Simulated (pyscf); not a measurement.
H₂N–NH₂ + hydrogen (H₂) -> ammonia (NH₃) + ammonia (NH₃) (four-centre exchange; singlet surface; N–N, H–H broken, H–N, H–N formed). Structures and frequencies: ωB97X-D3(BJ)/def2-SVP in PySCF. Energies in kcal/mol from the separated reactants.

```json
[
 {"level": "ωB97X-D3(BJ)/def2-TZVP", "barrier": "[?]", "reaction energy": "-44.9"},
 {"level": "PBE/def2-TZVP", "barrier": "82.7", "reaction energy": "-44.5"},
 {"level": "r²SCAN/def2-TZVP", "barrier": "[?]", "reaction energy": "[?]"},
 {"level": "B3LYP-D3(BJ)/def2-TZVP", "barrier": "91.9", "reaction energy": "-45.3"},
 {"level": "PBE0-D3(BJ)/def2-TZVP", "barrier": "96.7", "reaction energy": "-45.4"},
 {"level": "M06-2X/def2-TZVP", "barrier": "107.1", "reaction energy": "-44.6"}
]
```

Problem. Some entries are withheld; supply them.

Solution. 
- ωB97X-D3(BJ)/def2-TZVP, barrier: 105.4
- r²SCAN/def2-TZVP, barrier: 90.2
- r²SCAN/def2-TZVP, reaction energy: -46.3

The functionals in the table span 24.4 kcal/mol in this barrier, from PBE to M06-2X. From the product side, NH₂• + H• lies, by one bond made or cut, 32.0 kcal/mol under this saddle at ωB97M-D3(BJ)/def2-TZVP. The same reactants have a lower exit, to H₂N–NH₂ + H₂ (barrier +58.6 kcal/mol at ωB97M-D3(BJ)/def2-TZVP, against +100.0 kcal/mol here). One saddle was located; it need not be the lowest between these sides. A restricted solution here is unstable towards spin polarisation, so biradical character is likely and single-reference numbers are less safe.
